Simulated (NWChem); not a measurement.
pyrazine (C4H4N2); SMILES c1nccnc1

**Question.** Give the equilibrium geometry at B3LYP/6-31G* (spherical d) (NWChem) as a Z-matrix, with the point group.

**Answer.** point group D2h; any orientation.
```
C
N 1 1.3378
C 2 1.3378 1 115.83
H 3 1.0885 2 117.01 1 180.00
H 1 1.0885 2 117.01 3 180.00
C 1 1.3971 5 120.90 2 180.00
N 6 1.3378 1 122.09 5 180.00
C 7 1.3378 6 115.83 1 0.00
H 6 1.0885 7 117.01 8 180.00
H 8 1.0885 7 117.01 6 180.00
```
